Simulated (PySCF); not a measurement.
# Working out the ionisation energy of S

S [Ne] 3s2 3p4 (3P) → S⁺ [Ne] 3s2 3p3 (4S). Computed with PySCF 2.14 in x2c-TZVPPall with one added diffuse shell each of s, p, d type (6s6p4d1f, 51 functions), with the spin-free X2C one-electron Hamiltonian (Gaussian nucleus). Frozen: [Ne]. Energies in hartree (1 hartree = 27.21139 eV):

```csv
part,S (lower),S⁺ (upper)
UHF,-398.584924,-398.246029
CCSD correlation,-0.140486,-0.109464
(T),-0.004886,-0.003571
```

Q: What does Hartree-Fock give?

A: (-398.246029) − (-398.584924) = 0.338895 hartree = 9.222 eV.

Q: What do CCSD and CCSD(T) give?

A: The CCSD correlation energies differ by 0.031022 hartree = 0.844 eV and the triples by 0.001315 hartree = 0.036 eV, so CCSD gives 10.066 eV and CCSD(T) 10.102 eV.

Measured between the centres of the two terms (NIST): 10.336 eV, so CCSD(T) (valence) is off by -0.234 eV.

What remains against the reference includes basis incompleteness, the frozen core and higher excitations.
